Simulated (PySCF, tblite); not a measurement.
**C5H9O radical: geometry, infrared bands and EPR parameters**

Aim: predict the infrared bands and EPR parameters of C5H9O radical (`COC[C@H]1[CH]C1`).

The runs use tblite 0.8.0 and PySCF 2.14.0, with density-fitted response routines of our own; the level of theory stands in each step. All values are computed, except where a source is named. Atoms are numbered from 0 throughout.

**1. The starting structure**

15 atoms, charge 0, multiplicity 2; geometry from: force field or distance geometry start.

Bonds of the start (Å): C0–O1 1.44, O1–C2 1.43, C2–C3 1.51, C3–C4 1.46, C4–C5 1.45, C5–C3 1.50, C0–H6 1.09, C0–H7 1.09, C0–H8 1.10, C2–H9 1.09, C2–H10 1.09, C3–H11 1.08, C4–H12 1.09, C5–H13 1.08, C5–H14 1.09.

**2. Optimising the geometry with GFN2-xTB**

The job: settings as JSON, then the geometry in Å.

```
{"job": {"kind": "relax", "xc": "GFN2-xTB", "basis": "xTB"}, "charge": 0, "multiplicity": 2}
C      2.477600     0.297700    -0.047400
O      1.148400     0.122300    -0.560000
C      0.282100    -0.389300     0.455500
C     -1.077000    -0.556900    -0.170300
C     -2.281300    -0.531500     0.650500
C     -2.049200     0.584600    -0.253300
H      3.097900     0.687100    -0.858800
H      2.890400    -0.647300     0.300900
H      2.474100     1.025000     0.771900
H      0.637800    -1.354600     0.815300
H      0.239400     0.312900     1.294100
H     -1.070300    -1.293900    -0.963400
H     -2.291900    -0.431300     1.731600
H     -2.690500     0.645700    -1.115700
H     -1.792100     1.537500     0.215000
```

The run is started by

```
> OMP_NUM_THREADS=1 python probes_run.py task.json out
```

The driver reads the jobs from task.json and runs them one after another.

Log:

```text
step      E/eV     max force
  0    -523.02731    1.255
  1    -523.07783    0.489
  2    -523.09506    0.415
  3    -523.10921    0.339
  4    -523.12232    0.210
  5    -523.12666    0.163
  6    -523.12981    0.131
  7    -523.13154    0.123
  8    -523.13338    0.107
  9    -523.13495    0.082
 10    -523.13597    0.057
 11    -523.13647    0.056
 12    -523.13682    0.049
 13    -523.13711    0.037
 14    -523.13732    0.041
 15    -523.13749    0.035
 16    -523.13766    0.036
 17    -523.13785    0.040
 18    -523.13804    0.031
 19    -523.13818    0.031
 20    -523.13831    0.028
 21    -523.13844    0.027
 22    -523.13858    0.032
 23    -523.13869    0.033
 24    -523.13880    0.027
 25    -523.13890    0.025
 26    -523.13903    0.034
 27    -523.13918    0.034
 28    -523.13932    0.031
 29    -523.13941    0.025
 30    -523.13948    0.025
 31    -523.13956    0.024
 32    -523.13962    0.016
 33    -523.13966    0.016
 34    -523.13969    0.013
 35    -523.13971    0.014
 36    -523.13974    0.012
 37    -523.13976    0.016
 38    -523.13979    0.016
 39    -523.13980    0.014
 40    -523.13983    0.012
 41    -523.13985    0.012
 42    -523.13987    0.010
 43    -523.13988    0.008
```

Run time: 0.49 s. Hardware: 1 thread of Intel Xeon at 2.50GHz, shared host.

Relaxation path: (not every step is listed)

| step | energy from step 0 (eV) | largest force (eV/Å) |
| --- | --- | --- |
| 0 | 0.0000 | 1.2553 |
| 1 | -0.0505 | 0.4895 |
| 2 | -0.0677 | 0.4152 |
| 3 | -0.0819 | 0.3392 |
| 4 | -0.0950 | 0.2097 |
| 5 | -0.0993 | 0.1627 |
| 6 | -0.1025 | 0.1309 |
| 7 | -0.1042 | 0.1230 |
| 8 | -0.1061 | 0.1072 |
| 11 | -0.1092 | 0.0562 |
| 14 | -0.1100 | 0.0405 |
| 17 | -0.1105 | 0.0400 |
| 20 | -0.1110 | 0.0284 |
| 23 | -0.1114 | 0.0327 |
| 26 | -0.1117 | 0.0340 |
| 29 | -0.1121 | 0.0252 |
| 32 | -0.1123 | 0.0164 |
| 35 | -0.1124 | 0.0136 |
| 38 | -0.1125 | 0.0156 |
| 39 | -0.1125 | 0.0138 |
| 40 | -0.1125 | 0.0117 |
| 41 | -0.1125 | 0.0124 |
| 42 | -0.1126 | 0.0099 |
| 43 | -0.1126 | 0.0081 |

Close pairs (by a distance rule), those that changed most:

| bond | before (Å) | after (Å) | change (Å) |
| --- | --- | --- | --- |
| C0–O1 | 1.435 | 1.402 | -0.034 |
| C3–C5 | 1.502 | 1.524 | +0.022 |
| O1–C2 | 1.429 | 1.411 | -0.019 |
| C4–H12 | 1.086 | 1.070 | -0.016 |
| C2–H9 | 1.090 | 1.103 | +0.014 |
| C0–H7 | 1.088 | 1.098 | +0.009 |
| C2–H10 | 1.095 | 1.102 | +0.007 |
| C2–C3 | 1.506 | 1.513 | +0.007 |

The end geometry stands in the next job.

**3. Harmonic vibrations with GFN2-xTB**

The job: settings as JSON, then the geometry in Å.

```
{"job": {"kind": "ir", "xc": "GFN2-xTB", "basis": "xTB"}, "charge": 0, "multiplicity": 2}
C      2.473554     0.295200    -0.064939
O      1.167281     0.089540    -0.529886
C      0.293498    -0.386768     0.469878
C     -1.078907    -0.567438    -0.140874
C     -2.284854    -0.521813     0.682007
C     -2.060434     0.594383    -0.233008
H      3.048487     0.671682    -0.908438
H      2.921135    -0.640211     0.295617
H      2.496349     1.030354     0.750213
H      0.663675    -1.347554     0.866669
H      0.247028     0.329810     1.305819
H     -1.056264    -1.230842    -0.998171
H     -2.403611    -0.538733     1.744793
H     -2.640649     0.664646    -1.142665
H     -1.790700     1.565733     0.168830
```

Log:

```text
mode    cm-1     km/mol
  1      55.3      1.17
  2      85.6      6.00
  3     175.5      0.88
  4     226.9      3.75
  5     321.7      0.80
  6     384.6      6.45
  7     446.5      3.43
  8     622.2     33.77
  9     836.0      0.69
 10     864.0      0.31
 11     882.8      4.36
 12     974.7     11.46
 13     993.5     29.26
 14    1026.2      6.32
 15    1031.6     14.94
 16    1049.6      2.66
 17    1072.8     26.48
 18    1112.9     84.03
 19    1130.0      4.56
 20    1140.9      3.73
 21    1173.3     10.61
 22    1210.5     12.59
 23    1251.1      1.60
 24    1335.6     17.76
 25    1395.6      1.83
 26    1407.1      0.94
 27    1460.8      1.99
 28    1469.4      5.37
 29    1484.7      4.86
 30    1493.3      1.28
 31    2819.1     76.68
 32    2857.7     56.73
 33    2885.3     60.81
 34    2910.7     62.39
 35    3003.3     16.07
 36    3023.0     30.45
 37    3029.0     19.95
 38    3055.1     17.52
 39    3147.7     43.51
```

Wall time 0.85 s (1 thread of Intel Xeon at 2.50GHz, shared host).

The strongest bands and the atoms that carry them (share of the mass-weighted mode):

| cm⁻¹ | km/mol | atoms |
| --- | --- | --- |
| 622 | 33.8 | H12 64 %, C4 12 % |
| 1113 | 84.0 | O1 50 %, C0 27 %, C2 13 % |
| 2819 | 76.7 | H9 66 %, H10 25 % |
| 2858 | 56.7 | H10 68 %, H9 27 % |
| 2885 | 60.8 | H8 47 %, H7 45 % |
| 2911 | 62.4 | H7 49 %, H8 47 % |
| 3023 | 30.4 | H11 83 % |
| 3148 | 43.5 | H12 92 % |

**4. EPR parameters: B3LYP/pcH-1**

Settings changed since step 3:

```diff
@@ -1,2 +1,2 @@
-{"job": {"kind": "ir", "xc": "GFN2-xTB", "basis": "xTB"}, "charge": 0, "multiplicity": 2}
+{"job": {"kind": "epr", "basis": "pcH-1"}, "charge": 0, "multiplicity": 2}
 C      2.473554     0.295200    -0.064939
```

Method: UKS B3LYP, pcH-1 on C H O, non-relativistic, mean-field spin-orbit, GIAO.

Log:

```text
UKS, coarse grid
  cycle   1  E = -270.98833308  |g| = 4.46e-01
  cycle   2  E = -270.88430417  |g| = 7.01e-01
  cycle   3  E = -271.06632647  |g| = 7.00e-02
  cycle   4  E = -271.06785064  |g| = 3.44e-02
  cycle   5  E = -271.06842857  |g| = 5.49e-03
  cycle   6  E = -271.06844715  |g| = 2.12e-03
  cycle   7  E = -271.06844993  |g| = 1.03e-03
  cycle   8  E = -271.06845076  |g| = 2.35e-04
UKS, final grid
  cycle   1  E = -271.06843714  |g| = 2.34e-04
  cycle   2  E = -271.06843713  |g| = 3.04e-04
  cycle   3  E = -271.06843717  |g| = 2.95e-05
  cycle   4  E = -271.06843717  |g| = 1.77e-05
E = -271.06843717 Eh   <S^2> = 0.7530 (exact 0.7500)
g shifts (ppm)      1          2          3
  rmc          -145       -145       -145
  gc             21         -2          1
  oz_so         -33        635        854
  total        -158        488        710
hyperfine (MHz)  atom isotope    a_iso     a_fc   dipolar eigenvalues
    0   13C       1.63       1.63     -0.39     -0.38      0.77
    1   17O      -8.23      -8.23     -2.41      1.08      1.34
    2   13C      30.79      30.79     -2.42     -2.24      4.65
    3   13C     -18.58     -18.58     -4.80     -0.19      4.99
    4   13C     292.87     292.87    -75.33    -71.40    146.73
    5   13C     -20.28     -20.28     -5.37     -0.56      5.94
    6    1H       1.00       1.00     -0.54     -0.40      0.94
    7    1H      -0.07      -0.07     -0.65     -0.48      1.13
    8    1H       0.28       0.28     -0.71     -0.54      1.25
    9    1H      -1.34      -1.34     -2.55     -1.94      4.49
   10    1H      -2.00      -2.00     -3.67     -2.15      5.82
   11    1H      83.24      83.24     -6.46     -3.91     10.37
   12    1H     -13.42     -13.42    -33.74     -3.67     37.41
   13    1H      85.32      85.32     -6.48     -4.06     10.54
   14    1H      55.50      55.50     -5.62     -1.97      7.59
```

It took 86 s on 1 thread of Intel Xeon at 2.50GHz, shared host; peak memory 0.87 GiB.

Principal g values 2.00216, 2.00281, 2.00303; g(iso) = 2.00267, against 2.00232 for a free electron.

Mean a(iso) over the nuclei that a row names, and the largest dipolar term of the row (other rows stand at the frozen geometry):

| nuclei | isotope | a(iso) (MHz) | a(iso) (G, at g = 2.0023) | largest dipolar term (MHz) |
| --- | --- | --- | --- | --- |
| C4 | 13C | 292.9 | 104.5 | 146.7 |
| H13 | 1H | 85.3 | 30.4 | 10.5 |
| H11 | 1H | 83.2 | 29.7 | 10.4 |
| H14 | 1H | 55.5 | 19.8 | 7.6 |
| C2 | 13C | 30.8 | 11.0 | 4.7 |
| C5 | 13C | -20.3 | -7.2 | 5.9 |
| C3 | 13C | -18.6 | -6.6 | 5.0 |
| H12 | 1H | -13.4 | -4.8 | 37.4 |
| O1 | 17O | -8.2 | -2.9 | -2.4 |
| H10 | 1H | -2.0 | -0.7 | 5.8 |
| C0 | 13C | 1.6 | 0.6 | 0.8 |
| H9 | 1H | -1.3 | -0.5 | 4.5 |
| H6, H7, H8 | 1H | 0.4 | 0.1 | 1.3 |

Mulliken spin populations:

C0 0.00; O1 0.00; C2 0.02; C3 -0.03; C4 0.97; C5 -0.03; H6 0.00; H7 0.00; H8 0.00; H9 0.00; H10 0.00; H11 0.03; H12 -0.02; H13 0.03; H14 0.02

In first order the couplings over 0.8 MHz of 1H give 64 distinct lines over 85.9 G, if the averaged nuclei exchange fast.

Orbitals, density, ELF and potential are computed afterwards from the orbital file.

ELF in a plane through or near 8 of the atoms.

Ten even steps from '0' (0.00) to '9' (1.00):
```
0000000000000000000000000000
0000000000000000000000000000
0000000000000000000000000000
0000001100000000001464000000
0000489700010000014899410000
0003999920354000137999720000
0005999951687101457999510000
0003999964788102772586100000
0000368318557225883463100000
0000136326677478466886310000
0000269974362168366377530000
0000699981042247684658641000
0000799980289742366587541000
0000379820499950035776320000
0000013100599840012553100000
0000000000288610000110000000
0000000000012100000000000000
0000000000000000000000000000
0000000000000000000000000000
0000000000000000000000000000
```
The map spans 11.4 Å across and 8.2 Å up, centred on the molecule. Atoms in the plane (x, y in Å): C0 (-2.5, 0.3), O1 (-1.2, 0.5), C2 (-0.3, -0.5), C4 (2.3, -0.7), H6 (-3.1, 1.1), H7 (-2.9, -0.6), H9 (-0.6, -1.5), H13 (2.6, 1.5).

On the surface of density 0.002 e/bohr³ the electrostatic potential runs, from the 1st to the 99th percentile, from -1.51 V near O1 to 0.82 V near H12.

The spin density lies nearest to C4 73 %.

**5. Results**

```
                                 quantity                 value
strongest single infrared mode (GFN2-xTB)  1113 cm⁻¹, 84 km/mol
             zero-point energy (GFN2-xTB)         78.4 kcal/mol
                           g(iso) (B3LYP)               2.00267
                                     ⟨S²⟩    0.753 (exact 0.75)
       largest a(iso) (averaged by class)  13C on C4, 292.9 MHz
    surface potential, 1st and 99th percentile    -1.51 V and 0.82 V
```

What this shows: Over 43 steps the energy fell by 0.113 eV; of the close pairs, C0–O1 changed most, 1.435 to 1.402 Å. All 39 modes are real, so the xTB geometry is a minimum. The strongest single mode, at 1113 cm⁻¹, moves mainly O1 and C0. Unscaled tight-binding wavenumbers are off by several per cent, some by more. Its intensities can rank the bands wrongly. Most of the unpaired spin sits on C4 (0.97 e). The isotropic g lies 0.3 ppt above the free-electron value.
